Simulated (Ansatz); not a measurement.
## High-frequency dielectric constant of some oxides

Method: LDA in Ansatz (PAW). References are measured values at room or unstated temperature, uncorrected unless marked, so that the deviations hold thermal and zero-point effects besides the level's error.

```csv
solid,reference,LDA,deviation (%)
corundum (α-Al2O3),3.1,3.23,+4.2
fluorite CeO2,5.31,7.72,+45
rutile TiO2,6.34,7.93,+25
antiferromagnetic (type II) rock-salt NiO,5.7 (5.61–6.10),37.8,+563
"cubic perovskite SrTiO3 (cubic form, which distorts at low temperature)",5.2,6.30,+21
rock-salt CaO,3.3,3.88,+17.6
rock-salt MgO,2.96¶,3.18,+7.4
corundum Ga2O3 (metastable phase),3.83,4.32,+12.8
rock-salt BaO,3.61,4.28,+18.6
"tetragonal perovskite BaTiO3 (room-temperature form, which distorts further on cooling)",5.15¶,6.37,+24
stishovite (SiO2),3.27,3.43,+4.9
anatase TiO2 (metastable phase),5.62,?,?
```

Q: Estimate the withheld LDA value.

A: The deviations of the other rows run from +4.2 % to +563 %, with a median of +18.6 %; carried to the reference 5.62 it gives 6.67. The run gives 6.67 (+18.7 %), 0.0 % from the estimate; the row was drawn at random, and such an estimate is rough. Over these 12 solids the mean deviation is +64 %, the mean absolute deviation 64 % (median 18.6 %), and the worst case antiferromagnetic (type II) rock-salt NiO at +563 %; the value is too high in 12 of 12 cases.

Spin–orbit coupling is left out, also for the solids with elements from indium on (fluorite CeO2, rock-salt BaO, tetragonal perovskite BaTiO3); its size isn't shown.

¶ marks references of a special kind: rock-salt MgO, 2.96 (measured, 296 K, copied from a table, unchecked, long-wavelength limit of the electronic terms of a dispersion formula fitted to measured refractive indices over 0.36-5.4 um; lattice terms left out; as tabulated in doi:10.6028/jres.049.025 ); tetragonal perovskite BaTiO3 (room-temperature form, which distorts further on cooling), 5.15 (measured, room temperature, copied from a table, unchecked, long-wavelength limit of the electronic terms of a dispersion formula fitted to measured refractive indices over 0.4-0.7 um; lattice terms left out, mean of the two values across and the one along c; as tabulated in Wemple et al. (1968), doi:10.1016/0022-3697(68)90164-9).

Brackets give the range of the sources taken for a reference, where it is wide; it can hold other temperatures.

Differences are worked out from the printed values.

Each level is taken at its own relaxed cell. Caveats: the relaxation could not lower the start's symmetry, so the cell can be a saddle point above a distorted one (cubic perovskite SrTiO3, tetragonal perovskite BaTiO3). Ansatz's density-functional and Hartree–Fock values are scalar-relativistic unless marked +SOC, with PAW data made under PBE.

Ansatz's runs of these crystals have no spin polarisation, but for antiferromagnetic (type II) rock-salt NiO.

Density-functional runs with spin start from opposed moments for antiferromagnetic (type II) rock-salt NiO.

Not in this set, of the oxides with a reference value in our tables and a result at some level: 6 for no value at LDA (not run, a failed fit, an unstable or unbound cell, or a value held back for tests); 1 for a high-temperature or high-pressure phase; 1 for a run that failed a test (LDA). These can be a level's best or worst cases. At least 2 more with a reference value are held back for tests. Solids without a released value at any level aren't counted. Layered and molecular crystals are counted apart.

References as tabulated in Skone et al. (2014), arXiv:1501.03184; Chen et al. (2018), doi:10.1103/physrevmaterials.2.073803; Pishtshev (2010), arXiv:1006.0353; Toward a consistent prediction of defect chemistry in CeO2 (PMC9835833) and others.

Ansatz is a quantum-chemistry and plane-wave program.
